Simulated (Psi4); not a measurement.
# [S2]− at UMP2/6-31G(d) (density fitting with cc-pvqz-jkfit, density fitting for correlation, spherical functions, sweep point 5)

Aim: the vertical doublet–quartet gap of [S2]− at UMP2/6-31G* (density fitting with cc-pvqz-jkfit, density fitting for correlation, spherical functions, sweep point 5), from 2 runs. The job is set up through a Python script.

The results are computed with Psi4 1.11.

4 further runs of the same task are left out: 2 that didn't finish, 2 set aside as unsound or not needed.

## Step 1: The system as given

The species is [S2]− (2 atoms), meant as a doublet with charge -1. Geometry: relaxed at GFN2-xTB.

Bond lengths: S1–S2 1.977 Å.

## Step 2: The energy at UMP2/6-31G(d) (density fitting with cc-pvqz-jkfit, density fitting for correlation, spherical functions, sweep point 5)

Contents of job.py:

```python
import psi4

psi4.set_memory('1600 MB')
psi4.set_num_threads(1)
psi4.set_output_file('psi4.out', False)

geom = psi4.geometry("""
-1 2
S      0.678550    -0.576410    -0.430000
S     -0.678550     0.576410     0.430000
symmetry c1
""")

psi4.set_options({
    'basis': '6-31G*',
    'reference': 'uhf',
    'puream': True,
    'scf_type': 'df',
    'num_frozen_docc': 10,
    'df_basis_scf': 'cc-pvqz-jkfit',
    'maxiter': 150,
})

result, w = psi4.energy('mp2', molecule=geom, return_wfn=True)
print(f'mp2 energy: {result:.10f} Eh')
```

Run with:

```
$ python job.py
```

psi4.out:

```text
[...]
  Running in c1 symmetry.
[...]
  Nuclear repulsion =   68.507049192630959
[...]
  Multiplicity = 2
[...]
  Nalpha       = 17
  Nbeta        = 16
[...]
    Number of basis functions: 36
[...]
   @DF-UHF iter   1:  -795.01281884012269   -5.20207e-01   5.02811e-03 ADIIS/DIIS
[...]
   @DF-UHF iter  10:  -795.04303281460170   -7.50333e-12   6.38098e-09 DIIS
[...]
   @S^2 Observed:                7.633311615E-01
[...]
    Orbital Energies [Eh]
    ---------------------
    Alpha Occupied:
       1A    -91.708474     2A    -91.708440     3A     -8.723312
       4A     -8.723104     5A     -6.411950     6A     -6.411928
       7A     -6.404064     8A     -6.403509     9A     -6.400107
      10A     -6.400080    11A     -0.804287    12A     -0.574682
      13A     -0.256004    14A     -0.246718    15A     -0.221994
      16A     -0.114928    17A     -0.076911
    Alpha Virtual:
      18A      0.359717    19A      0.644506    20A      0.669764
      21A      0.728701    22A      0.747462    23A      0.751454
      24A      0.767788    25A      0.790521    26A      0.890940
[...]
  @DF-UHF Final Energy:  -795.04303281460170
   => Energetics <=
    Nuclear Repulsion Energy =             68.5070491926309586
    One-Electron Energy =               -1244.3839733631471063
    Two-Electron Energy =                 380.8338913559144316
    Total Energy =                       -795.0430328146017018
  UHF NO Occupations:
  HONO-2 :   15  A 1.9985756
  HONO-1 :   16  A 1.9956663
[...]
 Multipole Moments:
 ------------------------------------------------------------------------------------
     Multipole            Electronic (a.u.)      Nuclear  (a.u.)        Total (a.u.)
 ------------------------------------------------------------------------------------
 L = 1.  Multiply by 2.5417464519 to convert [e a0] to [Debye]
 Dipole X            :          0.0000000            0.0000000            0.0000000
 Dipole Y            :          0.0000000            0.0000000            0.0000000
 Dipole Z            :          0.0000000            0.0000000            0.0000000
 Magnitude           :                                                    0.0000000
[...]
```

The script printed:

```text
mp2 energy: -795.2672020234 Eh
```

Wall time 1.5 s (1 thread of Intel Xeon Platinum 8488C (Sapphire Rapids), shared host); peak memory 0.19 GiB.

## Step 3: The quartet

Contents of run.py:

```python
import psi4

psi4.set_memory(1600000000)
psi4.set_num_threads(1)
psi4.core.set_output_file('output.dat', False)

molecule = psi4.geometry("""
-1 4
S      0.678550    -0.576410    -0.430000
S     -0.678550     0.576410     0.430000
units angstrom
symmetry c1
""")

psi4.set_options({
    'basis': '6-31G*',
    'reference': 'uhf',
    'puream': True,
    'scf_type': 'df',
    'num_frozen_docc': 10,
    'df_basis_scf': 'cc-pvqz-jkfit',
    'maxiter': 150,
})

E = psi4.energy('mp2', molecule=molecule)
print('E =', round(E, 9))
for k, v in sorted(psi4.core.scalar_variables().items()):
    print(f'{k:45s} {v:18.10f}')
```

Run with:

```
$ python run.py
```

output.dat:

```text
[...]
  Running in c1 symmetry.
[...]
  Nuclear repulsion =   68.507049192630959
[...]
  Multiplicity = 4
[...]
  Nalpha       = 18
  Nbeta        = 15
[...]
    Number of basis functions: 36
[...]
   @DF-UHF iter   1:  -794.89161089300535   -3.98999e-01   5.14954e-03 DIIS/ADIIS
[...]
   @DF-UHF iter  10:  -794.92518197714458   -5.34328e-12   6.13856e-09 DIIS
[...]
   @S^2 Observed:                3.779212473E+00
[...]
    Orbital Energies [Eh]
    ---------------------
    Alpha Occupied:
       1A    -91.718493     2A    -91.718455     3A     -8.736061
       4A     -8.735926     5A     -6.420064     6A     -6.420064
       7A     -6.420025     8A     -6.420025     9A     -6.417551
      10A     -6.417035    11A     -0.848874    12A     -0.636685
      13A     -0.307005    14A     -0.276569    15A     -0.276569
      16A     -0.138242    17A     -0.138242    18A      0.056378
    Alpha Virtual:
      19A      0.628787    20A      0.648260    21A      0.715041
      22A      0.715041    23A      0.715654    24A      0.749911
      25A      0.749911    26A      0.848190    27A      1.080428
[...]
  @DF-UHF Final Energy:  -794.92518197714458
   => Energetics <=
    Nuclear Repulsion Energy =             68.5070491926309586
    One-Electron Energy =               -1244.0386215659925710
    Two-Electron Energy =                 380.6063903962169661
    Total Energy =                       -794.9251819771445753
  UHF NO Occupations:
  HONO-2 :   16  A 1.0000000
  HONO-1 :   17  A 1.0000000
[...]
 Multipole Moments:
 ------------------------------------------------------------------------------------
     Multipole            Electronic (a.u.)      Nuclear  (a.u.)        Total (a.u.)
 ------------------------------------------------------------------------------------
 L = 1.  Multiply by 2.5417464519 to convert [e a0] to [Debye]
 Dipole X            :          0.0000000            0.0000000            0.0000000
 Dipole Y            :          0.0000000            0.0000000            0.0000000
 Dipole Z            :         -0.0000000            0.0000000           -0.0000000
 Magnitude           :                                                    0.0000000
[...]
```

The script printed:

```text
E = -795.154301158
CURRENT CORRELATION ENERGY                         -0.2291191805
CURRENT ENERGY                                   -795.1543011577
CURRENT REFERENCE ENERGY                         -794.9251819771
CUSTOM SCS-MP2 CORRELATION ENERGY                  -0.2137308320
CUSTOM SCS-MP2 TOTAL ENERGY                      -795.1389128091
DD SOLVATION ENERGY                                 0.0000000000
HF KINETIC ENERGY                                 795.6716955355
HF POTENTIAL ENERGY                             -1590.5968775126
HF TOTAL ENERGY                                  -794.9251819771
HF VIRIAL RATIO                                     1.9990617819
MP2 CORRELATION ENERGY                             -0.2291191805
MP2 DOUBLES ENERGY                                 -0.2291191805
MP2 OPPOSITE-SPIN CORRELATION ENERGY               -0.1584897367
MP2 SAME-SPIN CORRELATION ENERGY                   -0.0706294438
MP2 SINGLES ENERGY                                 -0.0000000000
MP2 TOTAL ENERGY                                 -795.1543011577
NUCLEAR REPULSION ENERGY                           68.5070491926
ONE-ELECTRON ENERGY                             -1244.0386215660
PCM POLARIZATION ENERGY                             0.0000000000
PE ENERGY                                           0.0000000000
SCF ITERATION ENERGY                             -794.9251819771
SCF ITERATIONS                                     10.0000000000
SCF TOTAL ENERGY                                 -794.9251819771
SCS-MP2 CORRELATION ENERGY                         -0.2137308320
SCS-MP2 TOTAL ENERGY                             -795.1389128091
TWO-ELECTRON ENERGY                               380.6063903962
```

Run time: 1.6 s. Hardware: 1 thread of Intel Xeon Platinum 8488C (Sapphire Rapids), shared host; peak memory 0.19 GiB.

## Step 4: What came out

At UMP2/6-31G* (density fitting with cc-pvqz-jkfit, density fitting for correlation, spherical functions, sweep point 5), 10 core orbitals frozen:

| quantity | value |
| --- | --- |
| doublet: total energy | -795.26720 Eh |
| doublet: HOMO energy (Hartree–Fock orbitals) (highest over α and β) | -1.70 eV |
| doublet: LUMO energy (Hartree–Fock orbitals) (lowest over α and β) | 6.49 eV |
| doublet: correlation energy (10 core orbitals frozen) | -224.2 mEh |
| doublet: ⟨S²⟩ of the reference determinant | 0.763 |
| quartet: total energy | -795.15430 Eh |
| quartet: HOMO energy (Hartree–Fock orbitals) (highest over α and β) | 1.53 eV |
| quartet: LUMO energy (Hartree–Fock orbitals) (lowest over α and β) | 6.68 eV |
| quartet: correlation energy (10 core orbitals frozen) | -229.1 mEh |
| quartet: ⟨S²⟩ of the reference determinant | 3.779 |
| vertical energy of the quartet above the doublet | 3.072 eV |

What this shows: At this shape the quartet lies 3.07 eV (71 kcal/mol) above the doublet. The HOMO (quartet) lies at positive energy, 1.53 eV: the electron is unbound at this level or held by a compact basis; values depend on the basis.
